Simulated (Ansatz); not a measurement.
Geometry optimisation, Ansatz, RKS revPBE/def2-SVP.

The input (input.yaml):

```yaml
crystal:
  periodic: [false, false, false]
  atoms:
    - { symbol: B, position_ang: [-1.22875, 1.09927, -1.23648] }
    - { symbol: Al, position_ang: [-0.0441, 0.57861, 0.35133] }
    - { symbol: S, position_ang: [0.93778, -1.71631, 0.34281] }
    - { symbol: H, position_ang: [-1.39033, 0.33853, -2.12112] }
    - { symbol: H, position_ang: [-1.7689, 2.1402, -1.30673] }
    - { symbol: H, position_ang: [0.65132, 0.85631, 1.70049] }
    - { symbol: H, position_ang: [2.18693, -1.31972, 0.63879] }
    - { symbol: H, position_ang: [0.65606, -1.9769, 1.63092] }
total_charge: 1
basis:
  gaussian: { orbitals: def2-SVP }
hamiltonian:
  xc: revpbe
relax:
  f_tol: 0.015
  max_steps: 40
```

Run as:

```bash
$ ansatz run input.yaml --threads 1 --pin off --max-ram 2048MiB --backend cpu --events-out ev --progress --plain --runs-dir out
```

Problem. Where does it end, and by what steps?

Solution. The forces met the threshold. The force dipped under the threshold on the way, but the program's further checks kept it going. Limits of this set-up: the dipole of an ion depends on the origin. After 33 steps the energy has fallen by 0.356 eV; H7 moved furthest, 1.74 Å.

```json
{"step": "0", "energy less start (eV)": "0.0000", "largest force component (eV/Å)": "1.012", "accepted": "yes"}
{"step": "2", "energy less start (eV)": "-0.2129", "largest force component (eV/Å)": "0.360", "accepted": "yes"}
{"step": "4", "energy less start (eV)": "-0.2221", "largest force component (eV/Å)": "0.054", "accepted": "yes"}
{"step": "6", "energy less start (eV)": "-0.2347", "largest force component (eV/Å)": "0.176", "accepted": "yes"}
{"step": "8", "energy less start (eV)": "-0.2434", "largest force component (eV/Å)": "0.117", "accepted": "yes"}
{"step": "10", "energy less start (eV)": "-0.2620", "largest force component (eV/Å)": "0.277", "accepted": "yes"}
{"step": "12", "energy less start (eV)": "-0.3038", "largest force component (eV/Å)": "0.112", "accepted": "yes"}
{"step": "14", "energy less start (eV)": "-0.3058", "largest force component (eV/Å)": "0.374", "accepted": "no"}
{"step": "16", "energy less start (eV)": "-0.3129", "largest force component (eV/Å)": "0.187", "accepted": "no"}
{"step": "18", "energy less start (eV)": "-0.3177", "largest force component (eV/Å)": "0.072", "accepted": "yes"}
{"step": "20", "energy less start (eV)": "-0.3206", "largest force component (eV/Å)": "0.225", "accepted": "yes"}
{"step": "22", "energy less start (eV)": "-0.3241", "largest force component (eV/Å)": "0.060", "accepted": "yes"}
{"step": "24", "energy less start (eV)": "-0.3290", "largest force component (eV/Å)": "0.415", "accepted": "yes"}
{"step": "26", "energy less start (eV)": "-0.3504", "largest force component (eV/Å)": "0.031", "accepted": "yes"}
{"step": "28", "energy less start (eV)": "-0.3536", "largest force component (eV/Å)": "0.016", "accepted": "yes"}
{"step": "30", "energy less start (eV)": "-0.3534", "largest force component (eV/Å)": "0.148", "accepted": "no"}
{"step": "32", "energy less start (eV)": "-0.3562", "largest force component (eV/Å)": "0.010", "accepted": "yes"}
{"step": "33", "energy less start (eV)": "-0.3563", "largest force component (eV/Å)": "0.010", "accepted": "yes"}
```

```xyz
8
Properties=species:S:1:pos:R:3
B -0.989 1.031 -1.281
Al -0.031 0.752 0.610
S 0.450 -1.687 1.011
H -0.330 1.260 -2.274
H -2.197 0.955 -1.362
H 0.499 1.375 1.968
H 0.891 -2.103 -0.216
H 1.706 -1.582 1.545
```

Run time: 68 s on 1 thread of Arm Neoverse V1 (shared host), peak memory 0.14 GiB.
